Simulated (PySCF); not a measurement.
B3LYP has the VWN-RPA correlation part, as in Gaussian. 

## HS, SMILES `[SH]` (charge 0, multiplicity 2)

All values below come from B3LYP-D3(BJ)/def2-TZVP // TPSS-D3(BJ)/def2-SVP run with PySCF.

| Property | Value |
|---|---|
| highest occupied spin orbital | -7.17 eV |
| dipole moment | 0.86 D |
| total energy | -398.7748 Ha |
| cost | about 4 core-seconds (a rough figure) |

Bond lengths (Å): S1–H2 1.361.
Charge 0, spin multiplicity 2.
